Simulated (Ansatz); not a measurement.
## Ansatz (development build ahead of 0.2.0) run

```yaml
crystal:
  periodic: [false, false, false]
  atoms:
    - { symbol: S, position_ang: [-0.46148, 0.36487, 0.6544] }
    - { symbol: H, position_ang: [-0.93023, -1.01497, 0.16557] }
    - { symbol: H, position_ang: [0.82706, -0.22825, 1.24644] }
basis:
  gaussian: { orbitals: cc-pVDZ }
hamiltonian:
  xc: hf
correlation:
  method: ccsd_t
  frozen_orbitals: { H: 0, S: 5 }
```

The input is written out in the form of the current development build from the run's settings.

Output:

```yaml
Converged: yes
Reference_energy: -398.66384 hartree
CCSD_correlation_energy: -0.17296 hartree
Triples_correction: -0.00403 hartree
Total_energy: -398.84083 hartree
T1_diagnostic: 0.009
Largest_doubles_amplitude: 0.07
```
